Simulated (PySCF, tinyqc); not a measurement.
Worked calculation: CIS and TDHF on RHF in the sto-6g basis, frozen core, for LiH, spin multiplicity 1. The lowest restricted solution is unstable here: a spin-polarised one lies 0.0108 hartree lower (PySCF). One step of it, computed by the program tinyqc.

Task: CIS matrix, triplets. A(ia,jb) = (e_a - e_i) d_ij d_ab - (ij|ab).

orbital energies (hartree): MO1 -2.410791, MO2 -0.224745, MO3 0.068324, MO4 0.156961, MO5 0.156961, MO6 0.356029

Two-electron integrals over orbitals (pq|rs), unique and non-zero (hartree); the lowest 1 orbital is frozen and left out:
```
(22|22) 0.444133    (32|22) -0.061854   (32|32) 0.023918    (33|22) 0.210332
(33|32) 0.016140    (33|33) 0.326040    (42|42) 0.020468    (43|42) 0.020590
(43|43) 0.041694    (44|22) 0.237969    (44|32) 0.016554    (44|33) 0.279107
(44|44) 0.313125    (52|52) 0.020468    (53|52) 0.020590    (53|53) 0.041694
(54|54) 0.016875    (55|22) 0.237969    (55|32) 0.016554    (55|33) 0.279107
(55|44) 0.279374    (55|55) 0.313125    (62|22) 0.107487    (62|32) -0.047774
(62|33) -0.019393   (62|44) -0.041197   (62|55) -0.041197   (62|62) 0.133475
(63|22) -0.060177   (63|32) 0.019575    (63|33) 0.037119    (63|44) 0.009597
(63|55) 0.009597    (63|62) -0.040932   (63|63) 0.032808    (64|42) -0.017857
(64|43) -0.011477   (64|64) 0.018970    (65|52) -0.017857   (65|53) -0.011477
(65|65) 0.018970    (66|22) 0.413016    (66|32) -0.048441   (66|33) 0.238239
(66|44) 0.256263    (66|55) 0.256263    (66|62) 0.087844    (66|63) -0.045824
(66|66) 0.405898
```

Give: CIS matrix A, triplet.

Result:

CIS matrix A, triplet (hartree):
```
        2>3     2>4     2>5     2>6
2>3  0.0827  0.0000  0.0000  0.0602
2>4  0.0000  0.1437  0.0000  0.0000
2>5  0.0000  0.0000  0.1437  0.0000
2>6  0.0602  0.0000  0.0000  0.1678
```
